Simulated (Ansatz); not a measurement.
We consider hcp Ru, described by PBE in Ansatz (plane waves, PAW).

Numerical settings: plane-wave cutoff 520 eV, 24×24×14 k mesh (along the axes of the cell as run), Fermi–Dirac smearing 0.05 eV, no spin polarisation, scalar-relativistic PAW data made under PBE.

Equation-of-state points:

```csv
V (Å³/atom),E − E_lowest (meV/atom),P (GPa)
13.216,23.18,14.03
13.491,5.57,6.61
13.767,0.00,0.00
14.042,5.14,-5.87
14.317,19.81,-11.09
```

### Question
Estimate the bulk modulus from the pressures at 13.491 and 14.042 Å³/atom, and compare it with a fit to all energies.

### Answer
B = −V dP/dV. Between V = 13.491 and 14.042 Å³/atom, dP/dV = (-5.87 − (6.61))/(14.042 − 13.491) = -22.6 GPa per Å³/atom; at the midpoint 13.767 Å³/atom this gives B ≈ 312 GPa. The third-order Birch–Murnaghan fit gives V0 = 13.767 Å³/atom, B0 = 311 GPa, B′ = 4.9, which lies within 1 % of that estimate.

Shape and atoms are relaxed at each volume.

Measured, for comparison: bulk modulus 318 GPa (zero-point energy and finite temperature contributions removed, our sources range from 318 to 336; as tabulated in doi:10.1021/acs.jctc.3c00612). Computed (rounded) less measured: bulk modulus -2 % (-2 % to -7 % over the range).

Note: the bulk modulus comes from volumes at which shape and atoms were relaxed.

Ansatz is a program for electronic structure.
